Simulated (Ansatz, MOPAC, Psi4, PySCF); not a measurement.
Process, species as SMILES: O=C=C → C(O)#C

Wanted: isomerisation energy (enthalpy at 298 K), in kcal/mol. Set-up: 6-311+G** with 5d; PM7 with its own dispersion and hydrogen-bond terms; 6-31G* and kin with 6d, 5d where marked; no spin-orbit coupling; frozen cores in correlated levels; no dispersion term unless named; non-relativistic. CBS marks a two-point X^-3 extrapolation of the correlation energy; Hartree-Fock from the larger set. First-principles rows: single points at B3LYP-D3(BJ) geometries (Ansatz, an electronic-structure program), with unscaled harmonic terms from B3LYP/6-31G* (Ansatz) at its own minima. Semi-empirical rows: MOPAC heats of formation at their own minima for 298 K.

Measured values: Active Thermochemical Tables 1.112 (ions: stationary electron), as tabulated in the package chemicals; they hold spin-orbit and core effects, anharmonicity. 

Value to compare with, the measured value: 33.8 kcal/mol.

```json
[
 {"level": "PM3", "program": "MOPAC", "isomerisation energy (enthalpy at 298 K) (kcal/mol)": "23.2", "error": "-10.6"},
 {"level": "PM7", "program": "MOPAC", "isomerisation energy (enthalpy at 298 K) (kcal/mol)": "42.4", "error": "8.6"},
 {"level": "PBE/3-21G", "program": "Ansatz", "isomerisation energy (enthalpy at 298 K) (kcal/mol)": "41.2", "error": "7.4"},
 {"level": "PBE/6-311+G**", "program": "Ansatz", "isomerisation energy (enthalpy at 298 K) (kcal/mol)": "38.7", "error": "4.9"},
 {"level": "B3LYP/STO-3G", "program": "Ansatz", "isomerisation energy (enthalpy at 298 K) (kcal/mol)": "36.4", "error": "2.6"},
 {"level": "B3LYP/6-31+G*", "program": "Ansatz", "isomerisation energy (enthalpy at 298 K) (kcal/mol)": "40.5", "error": "6.7"},
 {"level": "M06-2X/6-31G* (5d)", "program": "PySCF", "isomerisation energy (enthalpy at 298 K) (kcal/mol)": "37.8", "error": "4.0"},
 {"level": "wB97X-D/6-311+G**", "program": "Psi4", "isomerisation energy (enthalpy at 298 K) (kcal/mol)": "37.0", "error": "3.2"},
 {"level": "B3PW91/6-31G* (5d)", "program": "PySCF", "isomerisation energy (enthalpy at 298 K) (kcal/mol)": "42.3", "error": "8.5"},
 {"level": "B3LYP/def2-TZVPD", "program": "Ansatz", "isomerisation energy (enthalpy at 298 K) (kcal/mol)": "37.4", "error": "3.6"},
 {"level": "B3LYP-D3(BJ)/def2-TZVPD", "program": "Ansatz + dftd3", "isomerisation energy (enthalpy at 298 K) (kcal/mol)": "37.5", "error": "3.7"},
 {"level": "CCSD(T)/CBS(cc-pVTZ,cc-pVQZ)", "program": "Ansatz", "isomerisation energy (enthalpy at 298 K) (kcal/mol)": "33.5", "error": "-0.3"}
]
```

Among the 9 habitual levels, PM3 lies farthest from the measured value (-10.6 kcal/mol) and B3LYP/STO-3G nearest (2.6); 8 of 9 lie above it, and their mean absolute error is 6.3 kcal/mol, the median 6.7. One case shows no general order.

The levels are drawn from those run, B3LYP/6-31G* more often than the rest, none by its result; left out are runs that failed, that the program found above a lower state of the same kind, or whose <S^2> lies over 0.5 above the pure value.
